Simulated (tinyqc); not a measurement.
Worked calculation: coupled-perturbed Hartree-Fock on RHF in the sto-3g basis, for NH3, spin multiplicity 1. One step of it, computed by the program tinyqc.

Question. Iteration 1: diagonalisation and new density. Diagonalise F' = X^T F X, C = X C', fill 5 alpha and 5 beta electrons from the bottom; D = 2 C_occ C_occ^T. Each column has its largest component positive (the first on a tie).

Fock matrix F (hartree), order 1N 1s, 1N 2s, 1N 2px, 1N 2py, 1N 2pz, 2H 1s, 3H 1s, 4H 1s:
```
[[-15.368938, -3.920918, -0.000006, 0.000000, 0.011836, -0.757221, -0.756893, -0.756893],
 [-3.920918, -2.078640, -0.000058, 0.000000, 0.130836, -0.828421, -0.828170, -0.828170],
 [-0.000006, -0.000058, -0.235851, 0.000000, 0.000034, -0.323392, 0.161614, 0.161614],
 [0.000000, 0.000000, 0.000000, -0.235851, 0.000000, 0.000000, -0.280046, 0.280046],
 [0.011836, 0.130836, 0.000034, 0.000000, -0.183020, 0.211538, 0.211466, 0.211466],
 [-0.757221, -0.828421, -0.323392, 0.000000, 0.211538, -0.431418, -0.327739, -0.327739],
 [-0.756893, -0.828170, 0.161614, -0.280046, 0.211466, -0.327739, -0.431218, -0.327585],
 [-0.756893, -0.828170, 0.161614, 0.280046, 0.211466, -0.327739, -0.327585, -0.431218]]
```

X, order 1N 1s, 1N 2s, 1N 2px, 1N 2py, 1N 2pz, 2H 1s, 3H 1s, 4H 1s:
```
[[1.024591, -0.147386, -0.000004, 0.000000, 0.010873, 0.020738, 0.020734, 0.020734],
 [-0.147386, 1.278197, 0.000053, 0.000000, -0.109330, -0.252596, -0.252493, -0.252493],
 [-0.000004, 0.000053, 1.097655, 0.000000, -0.000026, -0.237964, 0.118935, 0.118935],
 [0.000000, 0.000000, 0.000000, 1.097650, 0.000000, 0.000000, -0.206039, 0.206039],
 [0.010873, -0.109330, -0.000026, 0.000000, 1.046586, 0.108014, 0.107958, 0.107958],
 [0.020738, -0.252596, -0.237964, 0.000000, 0.108014, 1.174747, -0.046072, -0.046072],
 [0.020734, -0.252493, 0.118935, -0.206039, 0.107958, -0.046072, 1.174642, -0.046040],
 [0.020734, -0.252493, 0.118935, 0.206039, 0.107958, -0.046072, -0.046040, 1.174642]]
```

Give: F' = X^T F X; orbital energies; coefficients C; D after iteration 1.

Answer.

F' = X^T F X (hartree):
```
[[-15.078, -2.055, 0.000, 0.000, 0.032, -0.095, -0.095, -0.095],
 [-2.055, -1.029, 0.000, 0.000, -0.062, -0.426, -0.425, -0.425],
 [0.000, 0.000, -0.040, 0.000, 0.000, -0.369, 0.184, 0.184],
 [0.000, 0.000, 0.000, -0.040, 0.000, 0.000, -0.320, 0.320],
 [0.032, -0.062, 0.000, 0.000, -0.089, 0.174, 0.174, 0.174],
 [-0.095, -0.426, -0.369, 0.000, 0.174, 0.008, -0.099, -0.099],
 [-0.095, -0.425, 0.184, -0.320, 0.174, -0.099, 0.008, -0.099],
 [-0.095, -0.425, 0.184, 0.320, 0.174, -0.099, -0.099, 0.008]]
```

orbital energies (hartree): [-15.377, -1.230, -0.424, -0.424, -0.230, 0.451, 0.492, 0.492]

coefficients C, order 1N 1s, 1N 2s, 1N 2px, 1N 2py, 1N 2pz, 2H 1s, 3H 1s, 4H 1s:
```
[[0.994, -0.227, 0.000, 0.000, -0.098, -0.157, 0.000, 0.000],
 [0.029, 0.799, 0.000, 0.000, 0.503, 0.983, 0.000, 0.003],
 [0.000, 0.000, 0.000, 0.647, 0.000, -0.002, 0.000, 0.933],
 [0.000, 0.000, 0.647, 0.000, 0.000, 0.000, 0.933, 0.000],
 [-0.003, -0.091, 0.000, 0.000, 0.814, -0.686, 0.000, -0.002],
 [-0.005, 0.145, 0.000, 0.465, -0.203, -0.633, 0.000, -0.915],
 [-0.005, 0.145, 0.402, -0.232, -0.203, -0.637, -0.791, 0.455],
 [-0.005, 0.145, -0.402, -0.232, -0.203, -0.637, 0.791, 0.455]]
```

D after iteration 1, order 1N 1s, 1N 2s, 1N 2px, 1N 2py, 1N 2pz, 2H 1s, 3H 1s, 4H 1s:
```
[[2.097, -0.404, 0.000, 0.000, -0.125, -0.035, -0.035, -0.035],
 [-0.404, 1.786, 0.000, 0.000, 0.674, 0.027, 0.028, 0.028],
 [0.000, 0.000, 0.838, 0.000, 0.000, 0.601, -0.301, -0.301],
 [0.000, 0.000, 0.000, 0.838, 0.000, 0.000, 0.521, -0.521],
 [-0.125, 0.674, 0.000, 0.000, 1.343, -0.357, -0.357, -0.357],
 [-0.035, 0.027, 0.601, 0.000, -0.357, 0.556, -0.091, -0.091],
 [-0.035, 0.028, -0.301, 0.521, -0.357, -0.091, 0.556, -0.091],
 [-0.035, 0.028, -0.301, -0.521, -0.357, -0.091, -0.091, 0.556]]
```
